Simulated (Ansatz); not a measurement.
Basis-set extrapolation for C$_{4}$H$_{8}$O$_{2}$ (`CCCC(=O)O`) (PBE0-D4/def2-TZVP geometry, frozen core, Ansatz 0.2.0). Multiplicity 1, RHF reference.

|  | def2-TZVPP | def2-QZVPP |
| --- | --- | --- |
| HF | -306.009225 | -306.023210 |
| MP2 correlation | -1.146218 | -1.227149 |
| CCSD(T) correlation | -1.230728 | not run |

Energies in hartree. Use E(X) = E(∞) + A·exp(−7.88·√X) for Hartree–Fock and E(X) = E(∞) + B·X^(−2.97) for correlation, with X = 3 and 4, and add CCSD(T) minus MP2 of the smaller set to the MP2 limit.

Task: What is the CCSD(T) energy at the basis-set limit?

Result: HF limit: -306.023210 + (-0.013985) × 0.13774 = -306.02514. MP2 limit: -1.227149 + (-0.080931) × 0.74074 = -1.28710. Higher-order term: -1.230728 − (-1.146218) = -0.08451. Total: -307.39675 hartree, 4.27 eV below CCSD(T)/def2-TZVPP.
